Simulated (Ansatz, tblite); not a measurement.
# The cluster MgF3−: removing an electron

The task here is to estimate one member of a computed series from the others.

Computed with Ansatz 0.2.0, Gaussian basis. Level: as each input shows.

Plan: charge 0 doublet, at the geometry of the singlet (PBE0-D4/def2-TZVPD, PBE-D4/def2-TZVPD, r2SCAN-D4/def2-TZVPD, CCSD(T)/def2-TZVPPD); the starting singlet's energies come from earlier runs.

## The relaxed structure

The geometry is that of the singlet, from an earlier relaxation (r2SCAN-D4/def2-TZVPD). At that level it is the lowest of the isomers that a small search found.

4 atoms, charge -1, spin multiplicity 1.

Atoms are counted from 1 here; the program's logs count them from 0.

Bond lengths: Mg1–F2 1.818 Å, Mg1–F3 1.818 Å, Mg1–F4 1.818 Å. Angles: F2–Mg1–F3 120.0°, F2–Mg1–F4 120.0°, F3–Mg1–F4 120.0°.

The ion is computed in the gas phase, without counter-ions or solvent.

The first run:

Input file in.yaml:

```yaml
crystal:
  periodic: [false, false, false]
  atoms:
    - {symbol: Mg, position_ang: [-0.000606, -0.001467, -0.000228]}
    - {symbol: F, position_ang: [-0.796729, -0.079094, 1.632760]}
    - {symbol: F, position_ang: [-0.851909, 0.806619, -1.389172]}
    - {symbol: F, position_ang: [1.649244, -0.726057, -0.243360]}
basis:
  gaussian: {orbitals: def2-SVP}
magnetization: {spin_polarized: true, initial_magnetization: 1}
hamiltonian: {xc: pbe0, dispersion: d4}
output: {orbitals: {seedname: orbitals}}
```

On the command line:

```console
$ ansatz run in.yaml --threads 4 --pin off --events-out ev --progress --plain --max-ram 3916MiB
```

Among the steps run: Charge 0 doublet at the fixed geometry, first pass, PBE0-D4/def2-SVP; Charge 0 doublet at the fixed geometry, PBE0-D4/def2-TZVPD; Charge 0 doublet at the fixed geometry, PBE-D4/def2-TZVPD; Charge 0 doublet at the fixed geometry, r2SCAN-D4/def2-TZVPD; Charge 0 doublet at the fixed geometry, CCSD(T)/def2-TZVPPD.

One of the session's tables, all rows but one given; the rest of the session is left out.

It belongs to the step «Vertical ionisation energy». 

| method | vertical ionisation energy (eV) |
| --- | --- |
| HF/def2-TZVPPD | 6.14 |
| PBE-D4/def2-TZVPD | 5.79 |
| r2SCAN-D4/def2-TZVPD | ? |
| PBE0-D4/def2-TZVPD | 6.58 |
| MP2/def2-TZVPPD | 8.24 |
| CCSD/def2-TZVPPD | 7.80 |
| CCSD(T)/def2-TZVPPD | 7.85 |

Q: Estimate the row for r2SCAN-D4/def2-TZVPD from the others.

**Answer.** vertical ionisation energy (eV): 6.03. In the column «vertical ionisation energy (eV)» it lies between PBE-D4/def2-TZVPD (5.79) and HF/def2-TZVPPD (6.14).
